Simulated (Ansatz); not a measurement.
**BHO (SMILES B=O): functionals against CCSD(T) at one geometry**

Aim: energy, forces and dipole at a structure displaced at random from a GFN2-xTB minimum, from CCSD(T) and from density functionals.

The runs use Ansatz 0.2.0, Gaussian basis; single points in def2-TZVPP.

Cores are frozen in the correlated methods.

### 1 Starting geometry

SMILES `B=O`, 3 atoms, charge 0, spin multiplicity 1.

Atoms are counted from 1 here; the program's logs count them from 0.

Bond lengths: B1–O2 1.352 Å, B1–H3 1.047 Å. Angles: O2–B1–H3 155.7°.

Geometry (Å):

```xyz
3
BHO
B    -0.0644   -0.0156   -0.0879
O     0.9170    0.4173    0.7345
H    -0.9912   -0.4397   -0.3268
```

### 2 CCSD(T)/def2-TZVPP

run/in.yaml

```yaml
crystal:
  periodic: [false, false, false]
  atoms:
    - {symbol: B, position_ang: [-0.064400, -0.015600, -0.087900]}
    - {symbol: O, position_ang: [0.917000, 0.417300, 0.734500]}
    - {symbol: H, position_ang: [-0.991200, -0.439700, -0.326800]}
basis:
  gaussian: {orbitals: def2-TZVPP}
correlation: {method: ccsd_t}
output: {forces: true}
```

No record of the launch command was kept for these runs.

### 3 PBE0-D4/def2-TZVPP

Changes to run/in.yaml since step 2:

```diff
@@ -8,3 +8,3 @@
   gaussian: {orbitals: def2-TZVPP}
-correlation: {method: ccsd_t}
-output: {forces: true}
+hamiltonian: {xc: pbe0, dispersion: d4}
+output: {forces: true, orbitals: {seedname: orbitals}}
```

### 4 wB97M-V/def2-TZVPP

Changes to run/in.yaml since step 3:

```diff
@@ -8,3 +8,3 @@
   gaussian: {orbitals: def2-TZVPP}
-hamiltonian: {xc: pbe0, dispersion: d4}
-output: {forces: true, orbitals: {seedname: orbitals}}
+hamiltonian: {xc: {name: wB97M-V}}
+output: {forces: true}
```

### 5 r2SCAN-D4/def2-TZVPP

Changes to run/in.yaml since step 4:

```diff
@@ -8,3 +8,3 @@
   gaussian: {orbitals: def2-TZVPP}
-hamiltonian: {xc: {name: wB97M-V}}
+hamiltonian: {xc: r2scan, dispersion: d4}
 output: {forces: true}
```

### 6 PBE-D4/def2-TZVPP

Changes to run/in.yaml since step 5:

```diff
@@ -8,3 +8,3 @@
   gaussian: {orbitals: def2-TZVPP}
-hamiltonian: {xc: r2scan, dispersion: d4}
+hamiltonian: {xc: pbe, dispersion: d4}
 output: {forces: true}
```

### 7 BHLYP-D4/def2-TZVPP

Changes to run/in.yaml since step 6:

```diff
@@ -8,3 +8,3 @@
   gaussian: {orbitals: def2-TZVPP}
-hamiltonian: {xc: pbe, dispersion: d4}
+hamiltonian: {xc: {name: BHLYP}, dispersion: d4}
 output: {forces: true}
```

### 8 revPBE-D4/def2-TZVPP

Changes to run/in.yaml since step 7:

```diff
@@ -8,3 +8,3 @@
   gaussian: {orbitals: def2-TZVPP}
-hamiltonian: {xc: {name: BHLYP}, dispersion: d4}
+hamiltonian: {xc: {name: revPBE}, dispersion: d4}
 output: {forces: true}
```

(Steps that only read results are left out.)

What does the calculation give? Wanted: energy less free atoms, CCSD(T)/def2-TZVPP; RMS force component; RMS force error; HOMO and LUMO, PBE0-D4; T1 diagnostic.

As calculated:

| quantity | value |
| --- | --- |
| energy less free atoms, CCSD(T)/def2-TZVPP | -11.995 eV |
| RMS force component | 5.120 to 6.019 eV/Å over the methods |
| RMS force error | PBE0-D4 0.489, wB97M-V 0.461, r2SCAN-D4 0.260, PBE-D4 0.083, BHLYP-D4 0.893, revPBE-D4 0.166 eV/Å |
| HOMO and LUMO, PBE0-D4 | -9.56 and -1.55 eV |
| T1 diagnostic | 0.030 |

What this shows: Against CCSD(T) the functionals' energies less atoms differ by -0.794 to +0.526 eV, PBE-D4 by -0.794 eV. The reference is not at the basis limit: in triple zeta CCSD(T) underbinds, which counts against methods that bind more; the gaps are no ranking. For forces PBE-D4 does best and BHLYP-D4 worst. The T1 diagnostic is large here, over the usual mark for main-group molecules (transition-metal compounds often pass it harmlessly), so CCSD(T) itself may be off.
